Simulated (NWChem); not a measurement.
# Total energies of hydrogen sulfide (H2S)

```
S
H 1 1.3608
H 1 1.3608 2 91.41
```
Charge 0, spin multiplicity 1.

The numbers come from NWChem runs, not from measurements. Structure: optimised with PBE/def2-SVP, a minimum by its harmonic frequencies.

Basis set: 6-31G* (22 functions).

| method | total energy (Ha) |
|---|---|
| RHF | -398.66428 |
| MP2 | -398.78505 |
| B2PLYP | -399.20898 |
| PBE | -399.18331 |
| B3LYP | -399.38232 |
| LDA (SVWN5) | -397.96346 |
| CCSD(T) | -398.81059 |

Total energies of different functionals aren't comparable as a measure of quality: only differences taken within one method are. 

The correlated methods keep 5 core orbitals frozen. B3LYP has NWChem's definition, with VWN1-RPA local correlation. The Pople sets run with spherical d functions. Coupled-cluster values serve here as a point of comparison, not as the truth.
